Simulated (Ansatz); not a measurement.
Relaxation of BH3O (5 atoms, charge 0, multiplicity 1), to a largest force component of 0.03 eV/Å in at most 50 steps.

The calculation used Ansatz, RKS revPBE/def2-TZVP.

```xyz
5
Properties=species:S:1:pos:R:3
B -0.384 0.747 -0.729
H 0.907 -0.201 1.060
H 1.392 -0.245 0.541
O -1.367 -0.117 -0.548
H -1.258 -1.032 -0.230
```

**Question.** Where does it end, and by what steps?

**Answer.** The forces met the threshold. The force dipped under the threshold on the way, but the program's further checks kept it going. After 29 steps the energy has fallen by 0.303 eV; B1 moved furthest, 1.48 Å.

| step | energy less start (eV) | largest force component (eV/Å) | accepted |
| --- | --- | --- | --- |
| 0 | 0.0000 | 1.261 | yes |
| 2 | -0.2234 | 0.575 | yes |
| 4 | -0.2765 | 0.130 | yes |
| 6 | -0.2847 | 0.089 | yes |
| 8 | -0.2870 | 0.007 | yes |
| 10 | -0.2877 | 0.061 | yes |
| 12 | -0.2888 | 0.114 | yes |
| 14 | -0.2882 | 0.229 | no |
| 16 | -0.2900 | 0.152 | no |
| 18 | -0.2909 | 0.042 | yes |
| 20 | -0.2917 | 0.136 | yes |
| 22 | -0.2929 | 0.189 | yes |
| 24 | -0.2953 | 0.157 | yes |
| 26 | -0.2981 | 0.121 | yes |
| 28 | -0.3005 | 0.214 | yes |
| 29 | -0.3026 | 0.012 | yes |

```xyz
5
Properties=species:S:1:pos:R:3
B -1.625 0.701 -1.532
H 1.217 -0.810 1.387
H 1.570 -0.281 0.989
O -1.354 -0.204 -0.624
H -0.517 -0.252 -0.126
```

Time of the run: 32 s on 1 thread of Arm Neoverse V1, with other jobs on the host, peak memory 0.1 GiB.
